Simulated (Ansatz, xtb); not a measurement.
**Relative energy of two isomers of BH3SSi**

We compare a, `[SiH3]B=S`, a singlet, with b, `B1[SiH2]S1`, a singlet. Both are isolated molecules in the gas phase, relaxed with PBE0-D4/def2-TZVP.

Energies in hartree; the thermal terms are from PBE0-D4/def2-TZVP harmonic frequencies (ideal gas, rigid rotor, one conformer each, 298.15 K, 1 atm) and include the zero-point energy:

```
                                a           b
E, CCSD(T)/def2-TZVPP  −713.386888  −713.376514
    zero-point energy     0.029349     0.030667
         H(298 K) − E     0.034980     0.035647
         G(298 K) − E     0.003192     0.004201
```

Problem. Work out ΔE, ΔE₀, ΔH and ΔG for a → b in kJ/mol (1 Eh = 2625.50 kJ/mol) and the equilibrium ratio [b]/[a].

Solution. 1. ΔE = −713.376514 − (−713.386888) = +0.010374 Eh = +27.24 kJ/mol.
2. ΔE₀ = ΔE + ΔZPE = +0.010374 + (+0.001318) Eh = +30.70 kJ/mol.
3. ΔH = ΔE + (+0.000667) Eh = +28.99 kJ/mol.
4. ΔG = ΔE + (+0.001009) Eh = +29.89 kJ/mol, so ΔS = (ΔH − ΔG)/T = −3.0 J/(mol K).
5. kT = 0.9442 mEh, so K = [b]/[a] = exp(−ΔG/kT) = exp(−12.06) ≈ 5.8 × 10^−6.

Structure a is favoured at this temperature. An error of 4 kJ/mol in ΔG would change K by a factor of 5. GFN2-xTB gave ΔE the other sign. Mirror images and further conformers aren't counted.

As drawn, b has 1 S–Si, 1 B–S, 1 B–H in place of 1 B=S, 1 Si–H. Structure a has no ring, b a 3-membered ring.

Other levels gave ΔE = −4.0 (GFN2-xTB); +96.1 (HF/STO-3G, GFN2-xTB geometries); +25.1 (r2SCAN-D4/def2-SVP, GFN2-xTB geometries); +3.6 (PBE0-D4/def2-TZVP); +39.5 (HF/def2-TZVPP); +21.2 (MP2/def2-TZVPP) kJ/mol. The correlated steps freeze 11 core orbitals. Programs: Ansatz 0.2.0, xtb 6.7.1.
